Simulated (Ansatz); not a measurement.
C2H, SMILES [C]#C (connectivity only; charge and spin as stated), charge +1, multiplicity 1. Atoms are numbered in the order given.

```xyz
3

C     -0.1030     0.0133    -0.7700
C      0.2174    -0.0281     0.5186
H     -0.1144     0.0148     1.5622
```
Charge +1, spin multiplicity 1.

Geometry: PBE0-D3(BJ)/def2-TZVPD. The spin state was assumed, not searched. The isomer is the one that the SMILES or the coordinates give; other isomers of the formula were not compared.

Two levels are set side by side: PBE-D3(BJ)/def2-TZVPD (Ansatz, a quantum-chemistry and plane-wave program) and PBE0-D3(BJ)/def2-TZVPD (Ansatz). Each level has its own optimised geometry; the coordinates shown are those of the second. Differences are taken from unrounded values.

| quantity | PBE0-D3(BJ) | PBE-D3(BJ) | PBE-D3(BJ) minus PBE0-D3(BJ) |
|---|---|---|---|
| mean bond length (Å) | 1.212 | 1.214 | 0.002 |
| bond C1–C2 (Å) | 1.329 | 1.320 | -0.008 |
| bond C2–H3 (Å) | 1.096 | 1.108 | 0.012 |

Here PBE gives about what the other level gives.
